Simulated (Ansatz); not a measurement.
# C3H6O: the cost of one run

All numbers are computed with Ansatz 0.2.0, driven from Python. Level of theory: PBE0+D3(BJ)/cc-pVTZ.

### Step 1. Starting point

Bond lengths: C1–C2 1.507 Å, C2–C3 1.464 Å, C2–O4 1.398 Å, C3–O4 1.398 Å, C1–H5 1.087 Å, C1–H6 1.088 Å, C1–H7 1.088 Å, C2–H8 1.089 Å, C3–H9 1.084 Å, C3–H10 1.085 Å. Angles (14 of 19 angles, heavy atoms first): C1–C2–C3 121.4°, C1–C2–O4 118.3°, C3–C2–O4 58.4°, C2–C3–O4 58.4°, C2–O4–C3 63.1°, C1–C2–H8 115.0°, C3–C2–H8 117.5°, O4–C2–H8 114.2°, C2–C1–H5 110.1°, C2–C1–H6 109.8°, C2–C1–H7 110.1°, C2–C3–H9 119.3°, C2–C3–H10 120.0°, O4–C3–H9 115.6°.

The script holds or builds the structure itself.

### Step 2. The code

Input file tae_c3h6o.py:

```python
"""Energy to split C3H6O into its atoms."""

from collections import Counter

import ansatz as az


def energy_of(molecule, charge=0, unpaired=0):
    calc = molecule.calculation().basis(gaussian="cc-pVTZ").functional("PBE0", dispersion="d3bj")
    if charge:
        calc = calc.charge(charge)
    if unpaired:
        calc = calc.spin("collinear", total=unpaired)
    report = calc.run(threads=1).report
    if report["published_state_doubts"]:
        print("  doubts:", report["published_state_doubts"])
    return report["free_energy_ev"]

GEOMETRY = """
C     0.20872    0.40224   -1.17046
C     0.44283   -0.27143    0.15738
C    -0.54227   -0.19013    1.23726
O    -0.36141   -1.36292    0.49760
H    -0.85106    0.39462   -1.41242
H     0.56027    1.43103   -1.12854
H     0.74801   -0.12166   -1.95625
H     1.48924   -0.38232    0.43827
H    -1.47642    0.33267    1.06577
H    -0.21792   -0.23210    2.27139
"""


def main() -> None:
    c3h6o = az.Crystal.molecule()
    for line in GEOMETRY.strip().splitlines():
        symbol, *xyz = line.split()
        c3h6o = c3h6o.atom(symbol, [float(v) for v in xyz])

    # Hund ground states
    unpaired = {"C": 2, "O": 2, "H": 1}
    counts = Counter(site.symbol for site in c3h6o.cartesian_sites)
    atom_energy = {s: energy_of(az.Crystal.molecule().atom(s, (0, 0, 0)), 0, unpaired[s]) for s in counts}
    whole = energy_of(c3h6o, 0, 0)
    for s, e in atom_energy.items():
        print(f"{s:2s} x{counts[s]}  {e:14.5f} eV")
    print(f"C3H6O: {whole:.5f} eV")
    split = sum(counts[s] * e for s, e in atom_energy.items()) - whole
    print(f"atomisation energy (no zero-point term): {split:.3f} eV, {split / sum(counts.values()):.3f} eV an atom")


if __name__ == "__main__":
    main()
```

### Step 3. The input behind the calls

The engine receives this input (first run):

```yaml
crystal:
  periodic: [false, false, false]
  atoms:
    - { symbol: C, position_ang: [0.0, 0.0, 0.0] }
basis:
  gaussian:
    orbitals: cc-pVTZ
hamiltonian:
  xc: pbe0
  dispersion: d3bj
magnetization:
  spin_polarized: true
  initial_magnetization: 2.0
```

### Step 4. Running it

Started as:

```sh
$ python tae_c3h6o.py
```

**Question.** How long does this script take on 1 thread of Arm Neoverse N1, shared host, and how much memory does it need?

About 9.5 s, with a peak of 0.36 GiB.
